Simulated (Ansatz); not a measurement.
```yaml
crystal:
  periodic: [false, false, false]
  atoms:
    - {symbol: V, position_ang: [0.000000, 0.000000, 0.000000]}
    - {symbol: S, position_ang: [0.000000, 0.000000, 2.500000]}
basis:
  gaussian: {orbitals: def2-TZVP}
magnetization: {spin_polarized: true, initial_magnetization: 3}
hamiltonian: {xc: pbe0}
relax: {f_tol: 0.004, max_steps: 80}
```

```sh
$ ansatz run in.yaml --threads 1 --pin off --events-out ev --progress --plain --max-ram 2176MiB
```

Steps of the relaxation (energy above the last step; positions in Å, forces in eV/Å):

```
2
step 1, 1142.6 meV
V     0.000    0.000    0.000    0.000    0.000    2.857
S     0.000    0.000    2.500    0.000    0.000   -2.857
```

```
2
step 2, 44.9 meV
V     0.000    0.000    0.195    0.000    0.000    1.270
S     0.000    0.000    2.305    0.000    0.000   -1.270
```

```
2
step 3, 241.8 meV
V     0.000    0.000    0.295    0.000    0.000   -4.014
S     0.000    0.000    2.205    0.000    0.000    4.014
```

```
2
step 6, 0.0 meV
V     0.000    0.000    0.229    0.000    0.000    0.000
S     0.000    0.000    2.271    0.000    0.000    0.000
```

Close pairs at the end: V1–S2 2.043 Å.

A stationary point of unrestricted PBE0 after 6 steps, with ⟨S²⟩ = 3.930 against 3.75 for a pure state. 98 s on 1 thread of Intel Xeon Platinum 8259CL, shared host.
